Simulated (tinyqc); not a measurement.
Ways to converge the cycle: SCF convergence aids in the sto-3g basis, for H2O, spin multiplicity 3. Computed by the program tinyqc with PySCF. 

Geometry (angstrom):
```
atom       x        y       z
O     0.0000   0.0000  0.0000
H     0.0000   0.8640  0.6200
H     0.0000  -0.8640  0.6200
```

lowest solution found by these runs and by PySCF with stability checks = -74.676721 hartree

UHF with one setting changed at a time; a run stops when the energy changes by less than 1e-09 hartree and the error matrix is below 1e-5. The start is the Wolfsberg-Helmholz matrix. Damping d keeps d of the old density; a shift (hartree) raises the virtual levels; DIIS n extrapolates F over n matrices.

Largest element of the error matrix X^T (FDS - SDF) X:
```
iteration    plain  damping 0.3  damping 0.6  shift 0.4   DIIS 3   DIIS 8
1          1.8e-01      1.8e-01      1.8e-01    1.8e-01  1.8e-01  1.8e-01
2          6.1e-02      7.9e-02      1.2e-01    8.3e-02  6.1e-02  6.1e-02
3          2.3e-02      4.8e-02      7.6e-02    4.7e-02  1.6e-02  1.6e-02
4          8.3e-03      2.8e-02      6.0e-02    2.5e-02  3.1e-03  3.1e-03
5          3.1e-03      1.6e-02      4.6e-02    1.4e-02  1.9e-03  1.9e-03
6          1.7e-03      8.7e-03      3.5e-02    7.3e-03  7.4e-04  5.0e-04
8          8.1e-04      2.8e-03      2.0e-02    3.0e-03  2.2e-05  2.7e-05
10         3.9e-04      1.2e-03      1.1e-02    1.7e-03  1.5e-06  2.5e-08
14         9.5e-05      4.5e-04      3.7e-03    5.9e-04        -        -
20         1.1e-05      1.1e-04      9.1e-04    1.4e-04        -        -
30               -      1.0e-05      2.3e-04    1.2e-05        -        -
45               -            -      3.4e-05          -        -        -
```

How each run ends:
```
run          iterations  E (hartree)   state
plain                21   -74.567460  higher
damping 0.3          31   -74.567460  higher
damping 0.6          56   -74.567460  higher
shift 0.4            32   -74.567460  higher
DIIS 3               10   -74.567460  higher
DIIS 8               10   -74.567460  higher
```

No run reaches the lowest solution found. Ending on a higher stationary point: plain, damping 0.3, damping 0.6, shift 0.4, DIIS 3, DIIS 8; a small error matrix cannot reveal that, and an occupation fixed by the start is kept by symmetry or by the shape of the basin. Plain steps already contract here, so damping only slows them. DIIS 3 and DIIS 8 gain by cancelling the error over several earlier matrices, much as a quasi-Newton step does.
